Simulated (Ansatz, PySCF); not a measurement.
System: C2H3O, net charge 0, doublet state. It need not be the lowest isomer of its formula. 
Coordinates optimised at B3LYP-D3(BJ)/def2-TZVP (Ansatz, a program for electronic structure):
SMILES: O=C[CH2]
```xyz
6

O      1.0886     0.2494    -0.4273
C      0.0466     0.3623     0.2203
H     -0.0990     1.2298     0.8885
C     -1.0108    -0.5831     0.1583
H     -1.9128    -0.4520     0.7415
H     -0.9117    -1.4488    -0.4833
```
Charge 0, spin multiplicity 2.

Total electronic energies in hartree. Cores are frozen in the correlated levels unless marked. UHF or UKS for open shells. Spin-orbit coupling is left out. Non-relativistic. Basis-set limits of correlation are two-point, X^-3; Hartree-Fock from the larger set. The bracket is a focal-point correction in the basis named.

The UHF reference is spin-contaminated (<S^2> 0.17 over the pure value in the largest basis). 

| level | program | energy (Eh) |
|---|---|---|
| HF/def2-TZVPD | PySCF | -152.36340 |
| HF-D4/def2-TZVPD | PySCF + dftd4 | -152.37355 |
| RI-HF/cc-pVTZ | Ansatz | -152.35759 |
| BLYP-D3(BJ)/def2-TZVPD | Ansatz + dftd3 | -153.20071 |
| BLYP-D4/def2-TZVPD | Ansatz + dftd4 | -153.20052 |
| B3LYP-D3(BJ)/def2-TZVPD | Ansatz + dftd3 | -153.24487 |
| B3LYP/def2-TZVPD | Ansatz | -153.24026 |
| PBE0/def2-TZVP | Ansatz | -153.05598 |
| TPSSh-D3(BJ)/def2-TZVPD | PySCF + dftd3 | -153.24518 |
| M06-2X/def2-TZVPD | PySCF | -153.16230 |
| MN15-D3(BJ)/def2-TZVPD | PySCF + dftd3 | -153.05450 |
| HSE06-D3(BJ)/def2-TZVPD | Ansatz + dftd3 | -153.05059 |
| CAM-B3LYP-D4/def2-TZVPD | Ansatz + dftd4 | -153.16807 |
| wB97X-V/def2-TZVPD | Ansatz | -153.18118 |
| MP2/STO-3G | Ansatz | -150.44494 |
| MP2/6-31G* | Ansatz | -152.68476 |
| SCS-MP2/cc-pwCVTZ | Ansatz | -152.87238 |
| CCSD/STO-3G | Ansatz | -150.49963 |
| CCSD/aug-cc-pVDZ | Ansatz | -152.78894 |
| CCSD/cc-pwCVTZ | Ansatz | -152.91098 |
| CCSD(T)/aug-cc-pVDZ | Ansatz | -152.80509 |
| RI-MP2/CBS(cc-pVTZ,cc-pVQZ)+[CCSD(T)-MP2]/cc-pVDZ | Ansatz | -152.9981 |
| RI-MP2/CBS(cc-pVTZ,cc-pVQZ)+[CCSD(T)-MP2]/cc-pVTZ | Ansatz | -153.0004 |

Totals of different functionals don't rank their quality; only differences between species are comparable.
